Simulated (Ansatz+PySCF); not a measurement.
A calculation with PySCF 2.14.0.

```python
from pyscf import gto, scf

mol = gto.M(atom="""
O 0.000000 0.000000 -0.162740
H 0.000000 0.000000 1.301900
H 30.000000 0.000000 -0.836970
H 30.000000 0.000000 0.836970
""", basis='6-31g', charge=0, spin=1)
mf = scf.ROHF(mol)
mf.kernel()
print(mf.converged, mf.e_tot, mf.spin_square()[0])
```

The script is written out from the run's settings.

Output:

| Item | Value |
| --- | --- |
| Converged | yes |
| Total energy | -76.23649 hartree |
| Spin squared of the determinant | 0.750 |
| Cycles | 11 |

Caution: an unrestricted determinant lies well below.
